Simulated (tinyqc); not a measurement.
Inside a calculation (part 3 of 3). Method: UHF in the sto-3g basis, for BH, spin multiplicity 3. Computed by tinyqc, a small Python program that keeps every step (integrals from PySCF). Command: `OMP_NUM_THREADS=1 python tinyqc.py 31786 31787 out.jsonl` (the two numbers bound the seeds that draw the settings). One thread of a shared host (Intel(R) Xeon(R) Processor @ 2.60GHz), about 0.1 s of CPU time with the checks.

Geometry (angstrom):
```
atom       x       y       z
B     0.0000  0.0000  0.0000
H     0.0000  0.0000  1.1980
```

## Convergence

Stop when the energy changes by less than 1e-09 hartree and every element of the error matrix X^T (F D S - S D F) X (for each spin) is below 9e-06.

Course of the cycle:
```
iteration  E (hartree)     change  largest element of the error matrix
1           -25.208510          -                             3.64e-01
2           -24.799198   4.09e-01                             1.98e-01
3           -24.723027   7.62e-02                             1.01e-01
4           -24.720426   2.60e-03                             4.96e-02
5           -24.729975  -9.55e-03                             2.44e-02
6           -24.738433  -8.46e-03                             1.22e-02
7           -24.743918  -5.49e-03                             6.11e-03
8           -24.747007  -3.09e-03                             3.05e-03
9           -24.748637  -1.63e-03                             1.53e-03
10          -24.749473  -8.36e-04                             7.63e-04
11          -24.749896  -4.23e-04                             3.82e-04
12          -24.750110  -2.13e-04                             1.91e-04
13          -24.750216  -1.07e-04                             9.54e-05
14          -24.750270  -5.35e-05                             4.77e-05
...                ...        ...                                  ...
17          -24.750317  -6.70e-06                             5.96e-06
18          -24.750320  -3.35e-06                             2.98e-06
19          -24.750322  -1.67e-06                             1.49e-06
20          -24.750323  -8.37e-07                             7.45e-07
21          -24.750323  -4.19e-07                             3.73e-07
22          -24.750323  -2.09e-07                             1.86e-07
23          -24.750323  -1.05e-07                             9.32e-08
24          -24.750323  -5.23e-08                             4.66e-08
25          -24.750323  -2.62e-08                             2.33e-08
26          -24.750323  -1.31e-08                             1.16e-08
27          -24.750323  -6.54e-09                             5.82e-09
28          -24.750323  -3.27e-09                             2.91e-09
29          -24.750323  -1.64e-09                             1.46e-09
30          -24.750323  -8.18e-10                             7.28e-10
```

PySCF UHF in the same basis, after a stability check = -24.750323 hartree

Converged in 30 iterations.

## Populations, bond orders and dipole

D(alpha) after iteration 30, order 1B 1s, 1B 2s, 1B 2px, 1B 2py, 1B 2pz, 2H 1s:
```
[[1.0657, -0.2366, 0.0000, 0.0000, 0.0832, -0.0523],
 [-0.2366, 0.8936, 0.0000, 0.0000, -0.3479, 0.0598],
 [0.0000, 0.0000, 0.6519, 0.4764, 0.0000, 0.0000],
 [0.0000, 0.0000, 0.4764, 0.3481, 0.0000, 0.0000],
 [0.0832, -0.3479, 0.0000, 0.0000, 0.4485, 0.3131],
 [-0.0523, 0.0598, 0.0000, 0.0000, 0.3131, 0.3662]]
```

D(beta) after iteration 30, order 1B 1s, 1B 2s, 1B 2px, 1B 2py, 1B 2pz, 2H 1s:
```
[[1.0159, -0.0517, 0.0000, 0.0000, -0.0451, -0.1088],
 [-0.0517, 0.2084, 0.0000, 0.0000, 0.1266, 0.2637],
 [0.0000, 0.0000, 0.0000, 0.0000, 0.0000, 0.0000],
 [0.0000, 0.0000, 0.0000, 0.0000, 0.0000, 0.0000],
 [-0.0451, 0.1266, 0.0000, 0.0000, 0.0771, 0.1609],
 [-0.1088, 0.2637, 0.0000, 0.0000, 0.1609, 0.3357]]
```

overlap S, order 1B 1s, 1B 2s, 1B 2px, 1B 2py, 1B 2pz, 2H 1s:
```
[[1.0000, 0.2693, 0.0000, 0.0000, 0.0000, 0.0653],
 [0.2693, 1.0000, 0.0000, 0.0000, 0.0000, 0.4717],
 [0.0000, 0.0000, 1.0000, 0.0000, 0.0000, 0.0000],
 [0.0000, 0.0000, 0.0000, 1.0000, 0.0000, 0.0000],
 [0.0000, 0.0000, 0.0000, 0.0000, 1.0000, 0.4854],
 [0.0653, 0.4717, 0.0000, 0.0000, 0.4854, 1.0000]]
```

Mulliken: Z minus the diagonal of D S on the atom; Loewdin: the same with S^(1/2) D S^(1/2); Mayer order: 2 sum_s sum (D(s) S)_ij (D(s) S)_ji over the two atoms.

Charges (e):
```
atom  Mulliken  Loewdin  Mulliken spin
1B      0.0740   0.0626         1.9881
2H     -0.0740  -0.0626         0.0119
```

Mayer bond orders:
```
pair   order
2-1   0.9944
```

dipole moment about the origin, x y z (debye): [0.0000, 0.0000, -0.5234]

<S^2> of the determinant (pure state: 2) = 2.0005
